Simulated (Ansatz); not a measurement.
Relaxed structures of CH$_{2}$NNa, singlet (PBE0-D4/def2-TZVP; forces vanish, vibrations not checked; lower isomers may exist, and structures with a doubtful reference or unclear bonds are left out; Å). Computed with Ansatz 0.2.0 (basis: def2-TZVPP); correlated methods freeze the cores. The outer core shell of Li, Na, Mg and K is correlated. The def2 sets are not built for correlating such inner shells, so the correlated values are less sure here.

(1) Rank them by CCSD(T) energy, lowest first, and give each one's height above the lowest. Links in brackets join atoms within 1.22 times the sum of their covalent radii (1.1 for two metals). (Judge from chemistry; the value comes from the calculation.)
A.
CH₂NNa ([CH2][N][Na])
```
5
angstrom
N 0.1850 -0.5030 0.1640
C -0.8617 0.0758 -0.1745
Na 1.9138 -1.4650 0.7273
H -1.8890 -0.2770 0.0898
H -0.8929 1.0142 -0.7812
```
B.
CH₂NNa ([NH][CH][Na])
```
5
angstrom
N 0.2305 1.1013 0.0699
C -0.2990 -0.0134 -0.2540
Na 0.2005 -2.2000 0.4253
H 0.9948 0.9779 0.7374
H -1.1268 0.1342 -0.9786
```
C.
CH₂NNa ([H]1[C]2[NH][Na]12)
```
5
angstrom
N 0.3809 1.1484 0.0424
C -0.3562 0.1094 -0.2267
Na -0.4746 2.3984 -1.4595
H 1.0124 0.9310 0.8094
H -1.0714 0.3871 -1.1108
```

The T1 diagnostic stays at or below 0.020.

## Answers

(1) Computed: A (0.0 kJ/mol), B (58.2 kJ/mol), C (78.2 kJ/mol). Heights count from the lowest.

For scale, one of the runs: CCSD(T)/def2-TZVPP, 122 basis functions, launched by `ansatz run in.yaml --threads 2 --pin off --events-out ev --progress --plain --max-ram 4352MiB`. Time: 8 s of wall clock on 2 CPU threads of an Arm Neoverse V2; the host was shared. Peak host memory: 0.61 GiB.
